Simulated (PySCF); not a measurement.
nitrous oxide (N2O), SMILES N#[N+][O-]. Heavy atoms are numbered as in [N:1]#[N+:2][O-:3].

The structure is a stationary point at PBE0-D3(BJ)/def2-TZVP.

All values below come from PBE0/pcSseg-2 in PySCF.

GIAO shieldings, no solvent; atoms alike by connectivity are averaged. δ = σ(ref) − σ: ¹⁵N against NH3 (σ = 263.3 ppm); ¹⁷O against H2O (σ = 327.8 ppm), references at their B3LYP-D3(BJ)/def2-TZVP geometries, non-relativistic.

```tsv
nucleus	atoms	count	δ (ppm)
¹⁵N	N2	1	266.4
¹⁵N	N1	1	172.7
¹⁷O	O3	1	139.6
```
